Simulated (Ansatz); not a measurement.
**C₅H₁₀O₂: one species, many methods**

One table from this session's results is given with a row withheld; the runs are named, their logs left out.

The runs use Ansatz 0.2.0, Gaussian basis; functionals in def2-TZVPP, the program's frozen cores in correlated methods.

Levels to be run: LDA (SPW92), PBE-D4, revPBE-D4, BLYP-D4, r2SCAN-D4, B97M-V, PBE0-D4, B3LYP-D4, r2SCANh-D4, r2SCAN0-D4, HSE06-D4, BHLYP-D4, CAM-B3LYP-D4, LC-ωPBE, ωB97X-V, ωB97M-V, B2PLYP, PBE-QIDH; CCSD(T)/def2-SVP; CCSD(T)/def2-TZVPP; MP2/def2-QZVPP; extrapolation to the limit; RPA on PBE.

## Structure used throughout

The geometry comes from an earlier relaxation with PBE0-D4 in a triple-zeta def2 set; it is a stationary point, not always the lowest conformer.

SMILES `CC(=O)OC(C)C`, 17 atoms, charge 0, spin multiplicity 1.

Atoms are counted from 1 here; the program's logs count them from 0.

Bond lengths: C1–C2 1.499 Å, C1–H8 1.092 Å, C1–H9 1.087 Å, C1–H10 1.092 Å, C2–O3 1.202 Å, C2–O4 1.339 Å, O4–C5 1.443 Å, C5–C6 1.513 Å, C5–C7 1.510 Å, C5–H11 1.093 Å, C6–H12 1.093 Å, C6–H13 1.090 Å, C6–H14 1.092 Å, C7–H15 1.091 Å, C7–H16 1.092 Å, C7–H17 1.093 Å. Angles: C2–C1–H8 109.9°, C2–C1–H9 109.6°, C2–C1–H10 109.8°, H8–C1–H9 110.1°, H8–C1–H10 107.3°, H9–C1–H10 110.1°, C1–C2–O3 125.1°, C1–C2–O4 110.8°, O3–C2–O4 124.1°, C2–O4–C5 117.1°, O4–C5–C6 109.6°, O4–C5–C7 106.2°, O4–C5–H11 107.4°, C6–C5–C7 113.2°, C6–C5–H11 109.5°, C7–C5–H11 110.6°, C5–C6–H12 110.4°, C5–C6–H13 110.7° and more.

Set-up of the first run:

Input file in.yaml:

```yaml
crystal:
  periodic: [false, false, false]
  atoms:
    - {symbol: C, position_ang: [2.254746, 0.222273, 1.605331]}
    - {symbol: C, position_ang: [1.368214, -0.424113, 0.584391]}
    - {symbol: O, position_ang: [1.671705, -1.368115, -0.095664]}
    - {symbol: O, position_ang: [0.179632, 0.189915, 0.528726]}
    - {symbol: C, position_ang: [-0.780204, -0.321281, -0.419232]}
    - {symbol: C, position_ang: [-0.507226, 0.269201, -1.784783]}
    - {symbol: C, position_ang: [-2.142284, 0.037817, 0.123576]}
    - {symbol: H, position_ang: [1.777189, 0.189697, 2.586324]}
    - {symbol: H, position_ang: [3.210577, -0.294394, 1.637358]}
    - {symbol: H, position_ang: [2.405362, 1.273441, 1.352322]}
    - {symbol: H, position_ang: [-0.654942, -1.406103, -0.458692]}
    - {symbol: H, position_ang: [-0.579171, 1.359207, -1.750545]}
    - {symbol: H, position_ang: [0.486321, -0.012014, -2.135171]}
    - {symbol: H, position_ang: [-1.240055, -0.100432, -2.505513]}
    - {symbol: H, position_ang: [-2.292733, -0.393194, 1.114763]}
    - {symbol: H, position_ang: [-2.920573, -0.344448, -0.540024]}
    - {symbol: H, position_ang: [-2.255557, 1.122044, 0.196932]}
basis:
  gaussian: {orbitals: def2-TZVPP}
hamiltonian: {xc: lda}
output: {orbitals: {seedname: orbitals}}
```

On the command line:

```sh
$ ansatz run in.yaml --threads 2 --pin off --events-out ev --progress --plain --max-ram 20480MiB --backend cuda --devices 0, --max-vram 18GiB
```

Steps of the session up to this table: LDA; PBE-D4 (GGA); revPBE-D4 (GGA); BLYP-D4 (GGA); r2SCAN-D4 (meta-GGA); B97M-V (meta-GGA); B3LYP-D4 (hybrid); r2SCANh-D4 (hybrid); r2SCAN0-D4 (hybrid); HSE06-D4 (hybrid); BHLYP-D4 (hybrid); CAM-B3LYP-D4 (range-separated); LC-ωPBE (range-separated); ωB97X-V (range-separated); ωB97M-V (range-separated); B2PLYP (double hybrid); PBE-QIDH (double hybrid).

One of the session's tables, all rows but one given; the rest of the session is left out.

It belongs to the step «Orbital energies across the functionals». 

```
  functional  HOMO (eV)  LUMO (eV)  gap (eV)
 LDA (SPW92)      -6.37      -0.94      5.43
      PBE-D4      -6.16      -0.68      5.48
   revPBE-D4      -6.08      -0.58      5.50
     BLYP-D4      -6.08      -0.58      5.49
   r2SCAN-D4      -6.49      -0.39      6.10
      B97M-V      -6.65      -0.30      6.35
     PBE0-D4      -7.84       0.47      8.31
    B3LYP-D4      -7.59       0.17      7.75
  r2SCANh-D4      -7.13       0.02      7.15
  r2SCAN0-D4      -8.08       0.64      8.73
    HSE06-D4      -7.43       0.08      7.51
    BHLYP-D4      -9.47       1.65     11.13
CAM-B3LYP-D4      -9.34       1.64     10.98
     LC-ωPBE          ?          ?         ?
     ωB97X-V     -10.33       2.82     13.15
     ωB97M-V     -10.29       2.52     12.81
```

Estimate the missing values for LC-ωPBE.

As computed: HOMO (eV): -10.65; LUMO (eV): 2.92; gap (eV): 13.57. In the column «HOMO (eV)» it is the lowest.
